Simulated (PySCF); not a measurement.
# Be: ionisation energy

Be [He] 2s2 (1S) → Be⁺ [He] 2s1 (2S), as a difference of total energies. All numbers are calculated (PySCF 2.14, the non-relativistic Hamiltonian (point nucleus), in aug-cc-pCVTZ (7s6p4d2f, 59 functions)). Correlated levels: valence and next inner shell: nothing frozen. The calculations carry no spin-orbit coupling.

```tsv
method	ionisation energy (eV)	error (eV)
UHF	8.043	-1.280
MP2 (valence and next inner shell)	8.855	-0.468
SCS-MP2 (valence and next inner shell)	9.007	-0.316
CCSD (valence and next inner shell)	9.291	-0.032
CCSD(T) (valence and next inner shell)	9.303	-0.020
```

Reference: 9.323 eV (measured; NIST Atomic Spectra Database, ionization energies).

Errors of the correlated levels include the incompleteness of this basis.
